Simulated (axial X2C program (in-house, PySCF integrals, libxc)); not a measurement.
## Potential curves of NH⁺, with spin–orbit coupling

All values were computed with an in-house all-electron X2C program for linear molecules (integrals from PySCF). Two-component (2c) means X2C with spin–orbit coupling and atomic mean-field two-electron Coulomb and Gaunt terms. Basis: N dyall-av3z [7s7p3d2f], H dyall-v3z [6s2p1d] (cores contracted in-house); Gaussian nuclei, density fitting, unrestricted open shells. Masses: N 14.003 u, H 1.008 u.

State: Ω = 3/2 (⟨Sz⟩ = 1.50, ⟨Lz⟩ = 0.00 at HF). Energies in eV from the fragments at the same level (N + H+). Fits are polynomials in 1 − R0/R over 0.85 to 1.23 times the lowest point R0.

```
 R (Å)  CCSD(T)       HF    PBE50     PBE0
0.9579           -3.6609  -3.4622  -3.3840
1.0019  -3.5097  -3.8115  -3.6412  -3.5788
1.0349  -3.5943  -3.8635  -3.7147  -3.6643
1.0680  -3.6377  -3.8747  -3.7476  -3.7091
1.1010  -3.6477  -3.8532  -3.7478  -3.7211
1.1395  -3.6261  -3.7962  -3.7159  -3.7029
1.1781  -3.5768  -3.7129  -3.6575  -3.6579
1.2276  -3.4836  -3.5792  -3.5549  -3.5724
1.2882           -3.3900  -3.4021  -3.4398
1.3762           -3.0934  -3.1544  -3.2206
```

Correlated methods: 5 electrons correlated (number of frozen shells: N 1 s; H none), 131 virtual spin orbitals or spinors in MP2, 54 natural virtuals in coupled cluster.

Occupations by symmetry block were frozen at the best pattern of an incomplete PBE0 search. Dissociation energies refer to the lowest single-determinant-based atoms at the same level and basis. Density functionals use the spin component along the axis (collinear). CCSD and (T) use frozen natural virtuals with an MP2 correction for the truncation; (T) itself is uncorrected, so its De runs slightly low. PBE0 can misorder states that lie within some tenths of an eV, so this need not be the ground state of the molecule. The nearest other 2c determinant of the search, Ω = 1/2, lies 0.23 eV up at the distance of the search. With several unpaired electrons one determinant need not be a pure state. This is the top spin component of a Σ state; components of lower Ω are not single determinants and can lie lower. Coupled cluster ran on the points near the minimum only. MP2 and coupled cluster on one determinant become unreliable at the stretched end.

Question: Fit the CCSD(T) curve near its minimum: give the equilibrium distance, the harmonic wavenumber and the well depth.

Answer: At CCSD(T), 2c: Re = 1.096 Å, ωe ≈ 2700 cm⁻¹, De = 3.65 eV to N + H+; Be follows as 14.9 cm⁻¹.

Question: What are Re, ωe and De at the HF level?

Answer: At HF, 2c: Re = 1.062 Å, ωe ≈ 3000 cm⁻¹, De = 3.88 eV to N + H+; Be follows as 15.9 cm⁻¹.

Question: What are Re, ωe and De at the PBE50 level?

Answer: At PBE50, 2c: Re = 1.084 Å, ωe ≈ 2770 cm⁻¹, De = 3.75 eV to N + H+; Be follows as 15.2 cm⁻¹.

Question: What are Re, ωe and De at the PBE0 level?

Answer: At PBE0, 2c: Re = 1.099 Å, ωe ≈ 2640 cm⁻¹, De = 3.72 eV to N + H+; Be follows as 14.9 cm⁻¹.
